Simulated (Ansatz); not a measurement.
Equilibrium volume per atom of Sn (model structure, started from the lonsdaleite type, P6₃/mmc, No. 194, 4 atoms in the cell) at several levels of theory

No measured value is used here.

Question: Put these levels in order of the equilibrium volume per atom that they give for Sn (model structure, started from the lonsdaleite type, P6₃/mmc, No. 194, 4 atoms in the cell), smallest first: PBE (Ansatz, a quantum-chemistry and plane-wave program), PBE-D3(BJ) (Ansatz), PBEsol (Ansatz).

Answer: PBEsol (34.88 Å³/atom), PBE-D3(BJ) (35.44 Å³/atom), PBE (36.75 Å³/atom)

Ansatz's density-functional and Hartree–Fock values are scalar-relativistic unless marked +SOC, with PAW data made under PBE.

A model structure was made by putting elements into a prototype or built by hand; it is no filed structure, need not be a known phase, and can be a saddle point held by its symmetry.
